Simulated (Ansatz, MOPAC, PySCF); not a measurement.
Species: C3H5 (charge 0, doublet). SMILES: [CH2]C=C
Geometry: optimised at B3LYP-D3(BJ)/def2-TZVP (Ansatz, an electronic-structure program).

Unscaled harmonic wavenumbers (cm⁻¹) in rising order, each level at the stationary point that it reaches from this structure (no distance between atoms moves by over 0.3 Å); the order of modes can differ between levels, and a negative number is imaginary. B3LYP-D3(BJ)/def2-TZVP (PySCF, at the structure above): 432, 531, 552, 796, 822, 941, 1012, 1041, 1211, 1277, 1430, 1517, 1524, 3135, 3142, 3148, 3239, 3242.

AM1 (MOPAC): 447, 447, 447, 902, 904, 928, 938, 1059, 1279, 1343, 1397, 1498, 1498, 3145, 3195, 3201, 3220, 3225. Zero-point energy 41.6 against 41.4 kcal/mol; where all levels lie over 400 cm⁻¹, the wavenumbers are on average 0.996 times those of B3LYP-D3(BJ)/def2-TZVP.

PM3 (MOPAC): 444, 448, 448, 838, 839, 905, 908, 1004, 1164, 1266, 1306, 1449, 1468, 3037, 3135, 3137, 3155, 3158. Zero-point energy 40.2 against 41.4 kcal/mol; where all levels lie over 400 cm⁻¹, the wavenumbers are on average 0.960 times those of B3LYP-D3(BJ)/def2-TZVP.

HF/3-21G (Ansatz): 474, 556, 579, 827, 851, 1039, 1059, 1075, 1257, 1358, 1561, 1634, 1653, 3303, 3307, 3318, 3397, 3402. Zero-point energy 43.8 against 41.4 kcal/mol; where all levels lie over 400 cm⁻¹, the wavenumbers are on average 1.059 times those of B3LYP-D3(BJ)/def2-TZVP.

B3LYP/6-31G* (Ansatz): 427, 535, 553, 772, 797, 943, 1016, 1046, 1223, 1284, 1439, 1535, 1544, 3149, 3164, 3171, 3258, 3261. Zero-point energy 41.6 against 41.4 kcal/mol; where all levels lie over 400 cm⁻¹, the wavenumbers are on average 1.001 times those of B3LYP-D3(BJ)/def2-TZVP.
